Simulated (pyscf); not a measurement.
`[Li][CH3]` + `[H][H]` -> `[LiH]` + `[CH4]`, a four-centre exchange (singlet surface; C–Li, H–H broken, H–Li, C–H formed). PySCF, gas phase, ωB97X-D3(BJ)/def2-SVP geometries. Energies in kcal/mol from the separated reactants.

Small-basis levels: PySCF, no dispersion term, spherical d functions. 

Problem. Quick HF/STO-3G single points give ΔE‡ = 34.6 kcal/mol and ΔE = -33.2 kcal/mol. What does ωB97M-D3(BJ)/def2-TZVP give, and how far is the quick result from it?

Solution. ωB97M-D3(BJ)/def2-TZVP gives ΔE‡ = 9.8 kcal/mol and ΔE = -13.2 kcal/mol. HF/STO-3G lies 24.8 kcal/mol over it in the barrier and 20.0 kcal/mol under it in the reaction energy, so on this step it does not hold to within 3.0 kcal/mol. ωB97M-D3(BJ)/def2-TZVP has limits of its own. On the product side the descent ends in an adduct with a C–Li contact, 6.0 kcal/mol under the separated species and 28.2 kcal/mol under the saddle at ωB97X-D3(BJ)/def2-TZVP. What is counted as broken (C–Li) persists as a longer contact in the product adduct; parting that adduct is a step of its own. At the saddle there is also a short H–Li contact that neither side keeps. This is the saddle that the search found; another between the same sides may lie lower.
